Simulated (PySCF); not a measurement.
## Reproducing measurements on 1-butyne

**Measured values to compare with.**

From NIST CCCBDB Release 22 (SRD 101), experimental dipoles, for the gas: dipole moment 0.782 D.

NIST CCCBDB Release 22 (SRD 101), experimental polarizabilities lists, for the gas: mean polarisability 7.41 Å³.

The results are set against them at the end.

Species: 1-butyne, C4H6.
Atom-mapped SMILES: `[CH:1]#[C:2][CH2:3][CH3:4]` (hydrogens: H5 on C1; H6, H7 on C3; H8, H9, H10 on C4)

Structure used (GFN2-xTB), in Å, numbered top down from 1:
```
atom  x, y, z in Å
C1     2.209   -0.291   -0.423
C2     1.113    0.164   -0.273
C3    -0.225    0.687   -0.084
C4    -1.197   -0.416    0.335
H5     3.174   -0.679   -0.557
H6    -0.561    1.142   -1.021
H7    -0.194    1.468    0.682
H8    -1.240   -1.193   -0.425
H9    -0.876   -0.871    1.270
H10   -2.195   -0.005    0.472
```

Runs made with PySCF (gas phase, on this GFN2-xTB geometry; no spin–orbit coupling):

```
         level                                                                      job  basis functions
 PBE0/pcSseg-1                                  shieldings, charges and field gradients               98
PBE0/def2-SVPD        6 singlets by full TDDFT, 2 Tamm–Dancoff triplets, polarisability              128
   B3LYP/pcJ-1  spin–spin couplings from 10 perturbed nuclei, spin–dipole term left out              168
```

## Comparison

**Dipole moment.** Measured: 0.782 D (NIST CCCBDB Release 22 (SRD 101), experimental dipoles).

```json
{"level": "PBE0/pcSseg-1", "computed (D)": "0.794", "computed − measured (D)": "+0.012", "% (from the printed values)": "+2"}
{"level": "PBE0/def2-SVPD", "computed (D)": "0.821", "computed − measured (D)": "+0.039", "% (from the printed values)": "+5"}
{"level": "B3LYP/pcJ-1", "computed (D)": "0.774", "computed − measured (D)": "-0.008", "% (from the printed values)": "-1"}
```

The computed dipoles belong to one fixed geometry; measured ones are averaged over vibrations unless marked μe. Magnitudes are compared, not signs.

**Mean polarisability.** Measured: 7.41 Å³ (NIST CCCBDB Release 22 (SRD 101), experimental polarizabilities).

```csv
level,computed (Å³),computed − measured (Å³),% (from the printed values)
PBE0/def2-SVPD,6.98,-0.43,-6
```

The computed values are static and purely electronic, with core orbitals frozen in the response (1 au = 0.148185 Å³). The table of measured values doesn't say here whether a value is static or optical, or holds a vibrational part.

No measured geometry was used, and the causes of the misses weren't examined.
